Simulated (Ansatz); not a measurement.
Stepwise reaction of `[SiH3]B[SiH3]` with hydrogen chloride, as a gas-phase model of exchange steps in deposition or etching. ΔE in kJ/mol.

Computed with Ansatz on PBE0-D4/def2-TZVP structures; ΔE is electronic, products minus reactants. CCSD(T)/CBS is the MP2 limit (def2-TZVPP, def2-QZVPP) plus CCSD(T) − MP2 in def2-TZVPP, frozen cores. This one scheme is used for every species. DFT in def2-TZVPP. B3LYP here is the variant with VWN-RPA as its local correlation; programs differ in this.

```tsv
step	reaction	PBE-D4	B3LYP-D4	ωB97M-V	CCSD(T)/CBS
1	`[SiH3]B[SiH3]` + HCl → `[SiH3]BCl` + SiH₄	-106.3	-112.8	-115.3	-110.8
2	`[SiH3]BCl` + HCl → `ClBCl` + SiH₄	-106.7	-112.0	-115.1	-109.0
```

Problem. By hand: ΔE of the 2 steps together at CCSD(T)/CBS.

Solution. (-110.8) + (-109.0) = -219.8 kJ/mol, or -109.9 kJ/mol a step.

In ΔE the steps differ by no more than 1.8 kJ/mol. All are downhill at CCSD(T)/CBS. PBE-D4 differs from CCSD(T)/CBS by 2.3 to 4.5 kJ/mol a step. Isolated molecules leave out the surface, adducts and barriers. Largest T1 diagnostic: 0.014.
